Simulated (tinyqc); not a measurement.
A ladder of methods, and size consistency: correlation methods against full CI in the sto-3g basis, for NH3, spin multiplicity 1. Computed by the program tinyqc with PySCF. 

Geometry (angstrom):
```
atom        x        y       z
N      0.0000   0.0000  0.5120
H      0.9410   0.0000  0.0000
H     -0.4710   0.8150  0.0000
H     -0.4710  -0.8150  0.0000
```

RHF energy of one = -55.450443 hartree

All electrons correlated; +Q is the Davidson correction (1 - c0^2) E_corr. The last columns treat two copies 100 angstrom apart as one system. FCI is the lowest singlet.

Correlation energies (hartree):
```
method   E_corr of one  share of FCI (%)  E_corr of two at 100 angstrom  two minus twice one (mhartree)
MP2           -0.05626            72.407                       -0.11251                           0.000
CISD          -0.07523            96.830                       -0.14475                           5.708
CISD+Q        -0.07832           100.805                       -0.15532                           1.317
CCSD          -0.07744            99.677                       -0.15488                           0.000
CCSD(T)       -0.07756            99.833                       -0.15513                           0.000
FCI           -0.07769           100.000                              -                               -
```

MP2 recovers 72 %, CISD 96.8 % and CCSD 99.7 % of the FCI value (c0^2 = 0.959 in CISD). MP2 and coupled cluster are size consistent, so their last column vanishes; CISD loses 5.71 mhartree, since a double excitation on each copy is a quadruple of the pair, and the Davidson correction leaves +1.32.
